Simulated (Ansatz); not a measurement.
# SiHCl₂ radical: small, medium and large basis sets

An exercise on one series of results from a longer session: the logs are not shown, and one member is left open.

The runs use Ansatz 0.2.0, Gaussian basis; one geometry, several basis sets.

Plan: PBE0-D4/def2-SVP; ωB97M-V/def2-SVP; PBE0-D4/def2-QZVPP; ωB97M-V/def2-QZVPP; the functionals' def2-TZVPP values are taken from earlier runs.

## Structure used throughout

The geometry comes from an earlier relaxation with PBE0-D4 in a triple-zeta def2 set; it is a stationary point.

SMILES `Cl[SiH]Cl`, 4 atoms, charge 0, spin multiplicity 2.

Atoms are counted from 1 here; the program's logs count them from 0.

Bond lengths: Cl1–Si2 2.047 Å, Si2–Cl3 2.047 Å, Si2–H4 1.488 Å. Angles: Cl1–Si2–Cl3 110.2°, Cl1–Si2–H4 108.0°, Cl3–Si2–H4 108.0°.

The first run:

in.yaml reads:

```yaml
crystal:
  periodic: [false, false, false]
  atoms:
    - {symbol: Cl, position_ang: [-1.646644, 0.177814, 0.889382]}
    - {symbol: Si, position_ang: [0.187626, -0.414158, 0.199985]}
    - {symbol: Cl, position_ang: [0.250858, -0.281336, -1.841739]}
    - {symbol: H, position_ang: [1.208160, 0.517690, 0.752372]}
basis:
  gaussian: {orbitals: def2-SVP}
magnetization: {spin_polarized: true, initial_magnetization: 1}
hamiltonian: {xc: pbe0, dispersion: d4}
output: {orbitals: {seedname: orbitals}}
```

Among the steps run: PBE0-D4 in def2-SVP; ωB97M-V in def2-SVP; PBE0-D4 in def2-QZVPP; ωB97M-V in def2-QZVPP.

One table of the session follows, with a row left open; its other results are not shown here.

It belongs to the step «Functionals by basis». 

| functional | basis | HOMO (eV) | LUMO (eV) |
| --- | --- | --- | --- |
| PBE0-D4 | def2-SVP | ? | ? |
| PBE0-D4 | def2-TZVPP | -6.76 | -3.06 |
| PBE0-D4 | def2-QZVPP | -6.79 | -3.10 |
| ωB97M-V | def2-SVP | -8.39 | -1.34 |
| ωB97M-V | def2-TZVPP | -8.51 | -1.43 |
| ωB97M-V | def2-QZVPP | -8.56 | -1.51 |

Estimate the missing values for PBE0-D4, def2-SVP.

As computed: HOMO (eV): -6.67; LUMO (eV): -3.03. In the column «HOMO (eV)» it is the highest.
